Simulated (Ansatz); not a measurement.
Reaction (SMILES): [NH2] (NH2) → [NH2-] (an electron is taken up)
B3LYP-D3(BJ)/def2-TZVP geometries, fixed; electronic energies without zero-point terms; positive where energy is released.
Largest species:
```
N
H 1 1.0284
H 1 1.0284 2 103.25
```
Charge 0, spin multiplicity 2.

Basis-set convergence of the adiabatic electron affinity at MP2 with Ansatz (a program for electronic structure). Cartesian d functions, on some or all atoms, in 6-31+G*, 6-31G**; all else is spherical. Cores are frozen. Open shells are unrestricted. No added dispersion term, no relativity. Functions are those of the species that has most. Reference: Hartree-Fock in aug-cc-pVQZ plus the correlation part extrapolated as X^-3 from aug-cc-pVTZ and aug-cc-pVQZ, 0.994 eV, itself unsure by roughly 0.015 eV (a third of the extrapolation step and of the last Hartree-Fock step). Deviations are taken from unrounded values.

| basis | functions | adiabatic electron affinity (eV) | minus reference (eV) |
|---|---|---|---|
| STO-3G | 7 | -6.984 | -7.978 |
| 6-31+G* | 23 | 0.314 | -0.680 |
| pcseg-1 | 24 | -0.779 | -1.773 |
| 6-31G** | 25 | -1.107 | -2.101 |
| 6-311+G** | 34 | 0.487 | -0.507 |
| def2-SVPD | 36 | 0.392 | -0.602 |
| cc-pVTZ | 58 | -0.208 | -1.203 |
| aug-pcseg-2 | 92 | 0.886 | -0.108 |
| aug-pcseg-3 | 183 | 0.945 | -0.049 |
